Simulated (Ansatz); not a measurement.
Mulliken charges of C₃H₂OS (`C#CSC=O`) from ωB97M-V/def2-TZVPP in Ansatz (PBE0-D4/def2-TZVP geometry).

```json
{"atom": "C1", "x (Å)": "-1.817", "y (Å)": "-0.654", "z (Å)": "0.745", "charge (e)": "0.084"}
{"atom": "C2", "x (Å)": "-0.704", "y (Å)": "-0.202", "z (Å)": "0.808", "charge (e)": "-0.358"}
{"atom": "S3", "x (Å)": "0.835", "y (Å)": "0.431", "z (Å)": "0.955", "charge (e)": "0.062"}
{"atom": "C4", "x (Å)": "1.380", "y (Å)": "0.454", "z (Å)": "-0.750", "charge (e)": "0.096"}
{"atom": "O5", "x (Å)": "0.760", "y (Å)": "0.097", "z (Å)": "-1.698", "charge (e)": "-0.230"}
{"atom": "H6", "x (Å)": "-2.801", "y (Å)": "-1.055", "z (Å)": "0.681", "charge (e)": "0.242"}
{"atom": "H7", "x (Å)": "2.408", "y (Å)": "0.860", "z (Å)": "-0.786", "charge (e)": "0.103"}
```

**Question.** By hand: the dipole of these point charges (1 e Å = 4.8032 D).

**Answer.** Σ q r = (-0.321, -0.101, 0.235) e Å, of length 0.410 e Å = 1.97 D.

**Question.** How does the dipole of the full density compare? (Estimate.)

**Answer.** Computed: (0.118, 0.074, 0.236) e Å, 1.32 D; the point charges give 1.49 times that, at 85° from its direction.

Point charges leave out the atoms' own dipoles, such as those of lone pairs, and Mulliken's split depends on the basis, so the two needn't agree.
